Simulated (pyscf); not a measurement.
## Insertion: H₂C=CH–F + F–C:–F [singlet] -> H₂C=C(F)–CH(F)–F

Gas phase, singlet surface, charge 0. Bonds broken: C2–H6. Bonds formed: C2–C8, H6–C8. PySCF, gas phase, ωB97X-D3(BJ)/def2-SVP geometries.

Transition state (Å):

```xyz
9

C     -1.8676    -0.5813    -0.0100
C     -0.7857     0.0868     0.3593
F     -0.0614    -0.1651     1.4445
H     -2.3704    -0.3029    -0.9392
H     -2.2647    -1.4100     0.5856
H     -0.4540     1.3959    -0.1429
F     -0.2276     0.6740    -2.1406
C      0.2835     1.2079    -1.0464
F      1.4572     0.6643    -0.7974
```

One imaginary mode, 1517i cm⁻¹; descent along it reached the two sides named.

```tsv
bond	change	reactant side (Å)	saddle	product side
C2–H6	breaks	1.094	1.441	2.171
C2–C8	forms	4.1	2.092	1.508
H6–C8	forms	3.3	1.181	1.105
```

Electronic energies relative to the separated reactants (kcal/mol):

```json
[
 {"level": "ωB97X-D3(BJ)/def2-TZVP", "barrier": "40.9", "reaction energy": "-59.5", "reverse barrier": "100.4"},
 {"level": "PBE/def2-TZVP", "barrier": "27.8", "reaction energy": "-59.0", "reverse barrier": "86.8"},
 {"level": "r²SCAN/def2-TZVP", "barrier": "29.3", "reaction energy": "-62.1", "reverse barrier": "91.3"},
 {"level": "B3LYP-D3(BJ)/def2-TZVP", "barrier": "35.7", "reaction energy": "-58.5", "reverse barrier": "94.3"},
 {"level": "PBE0-D3(BJ)/def2-TZVP", "barrier": "32.6", "reaction energy": "-63.6", "reverse barrier": "96.2"},
 {"level": "M06-2X/def2-TZVP", "barrier": "39.1", "reaction energy": "-61.0", "reverse barrier": "100.1"},
 {"level": "ωB97M-D3(BJ)/def2-TZVP", "barrier": "41.1", "reaction energy": "-56.7", "reverse barrier": "97.8"},
 {"level": "HF/def2-TZVP", "barrier": "64.5", "reaction energy": "-51.7", "reverse barrier": "116.2"}
]
```

With ωB97M-D3(BJ)/def2-TZVP energies and thermal terms (ideal gas, 1 atm, RRHO with modes under 100 cm⁻¹ raised to 100, one conformer, R ln 2 for chiral ones without a mode under 150 cm⁻¹), in kcal/mol:

| T (K) | ΔH‡ | ΔG‡ | ΔH | ΔG |
|---|---|---|---|---|
| 298 | 40.6 | 52.0 | -53.4 | -40.9 |
| 600 | 41.1 | 63.3 | -53.0 | -28.5 |
| 900 | 41.8 | 74.3 | -52.2 | -16.4 |
| 1200 | 42.5 | 85.0 | -51.2 | -4.6 |

The same reactants have a lower exit, to cyclic C₃H₃F₃ (SMILES FC1CC1(F)F) (barrier +15.2 kcal/mol at ωB97M-D3(BJ)/def2-TZVP, against +41.1 kcal/mol here). One saddle was located; it need not be the lowest between these sides.
